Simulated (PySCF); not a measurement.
# Electric properties by functional and basis

Bicyclo[3.1.0]hex-2-ene, C6H8.
SMILES: `C1=C[C@H]2C[C@H]2C1`

PySCF, dipoles from the SCF density, polarisabilities from static response with core orbitals frozen. Geometry: PBE0-D3(BJ)/def2-SVP; no solvent, vibrations or thermal averaging.

The anisotropy is √(½[(α1 − α2)² + (α2 − α3)² + (α3 − α1)²]).

```tsv
level	μ (D)	α (Å³)	anisotropy (Å³)
LDA/def2-SVPD	0.364	9.99	2.54
PBE/def2-SVPD	0.343	9.89	2.55
B3LYP/def2-SVPD	0.315	9.69	2.47
PBE0/def2-SVPD	0.317	9.59	2.46
BHandHLYP/def2-SVPD	0.291	9.43	2.41
CAM-B3LYP/def2-SVPD	0.300	9.54	2.40
wB97X-D/def2-SVPD	0.315	9.56	2.39
LC-wPBE/def2-SVPD	0.288	9.28	2.34
HF/def2-SVPD	0.273	9.24	2.39
PBE0/6-31G*	0.232	8.22	2.91
PBE0/def2-SVP	0.271	8.55	2.75
PBE0/def2-TZVP	0.307	9.52	2.60
```

The dipole runs from 0.23 D (PBE0/6-31G*) to 0.36 D (LDA/def2-SVPD). No reference polarisability is at hand; against PBE0 in the largest diffuse basis at hand (def2-SVPD) the other PBE0 rows deviate by 6-31G* -14%, def2-SVP -11%, def2-TZVP -1%. In one basis (def2-SVPD) the functionals order the polarisability from HF (lowest) to LDA (highest), a spread of 8%. With PBE0 the polarisability is 8.76 Å³ without diffuse functions (mean of 6-31G*, def2-SVP and def2-TZVP) and 9.59 Å³ with them (def2-SVPD).
